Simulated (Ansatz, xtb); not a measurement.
A geometry optimisation of CH4NSi+ with r2SCAN-D4/def2-SVP

The starting geometry of this gas-phase singlet was built from a drawn formula by distance geometry and a force field; its bonds are those of `[C]1[NH2+][SiH2]1`.

```yaml
atoms:
  - { symbol: C, position_ang: [-0.6495, -0.1564, 0.9155] }
  - { symbol: N, position_ang: [-1.7520, 0.1448, 1.7199] }
  - { symbol: Si, position_ang: [-2.3047, -0.2371, 0.0843] }
  - { symbol: H, position_ang: [-2.0926, -0.5665, 2.3568] }
  - { symbol: H, position_ang: [-1.9738, 1.0735, 1.9657] }
  - { symbol: H, position_ang: [-2.9873, 1.0126, -0.3123] }
  - { symbol: H, position_ang: [-3.2222, -1.4419, 0.3195] }
```

Predict what becomes of its bonds when it is optimised with r2SCAN-D4/def2-SVP.

A bond breaks, leaving `[NH2+]=C=[SiH2]`. Contacts that open: N2–Si3 (1.77 → 2.98 Å).

The energy falls by 4.00 eV over 29 steps:

| step | E − E(last) (eV) |
| --- | --- |
| 1 | 3.996 |
| 4 | 3.061 |
| 7 | 3.056 |
| 10 | 3.039 |
| 13 | 2.937 |
| 17 | 2.255 |
| 20 | 1.800 |
| 23 | 0.717 |
| 26 | 0.105 |
| 29 | 0.000 |

Final geometry (Å):

```xyz
7

C    -2.0253   -0.0026    1.1938
N    -1.3627    0.1189    2.2619
Si   -2.9233   -0.1691   -0.2564
H    -0.7256   -0.6167    2.6049
H    -1.4187    0.9612    2.8555
H    -2.2668    0.3142   -1.4842
H    -4.2596   -0.7769   -0.1260
```

From the same start GFN2-xTB reaches the same bonding as this run.

No frequencies were run, so the end isn't proven a minimum. Run with Ansatz 0.2.0, 64 s on 1 thread of AMD EPYC (Zen 3), with other jobs on the host.
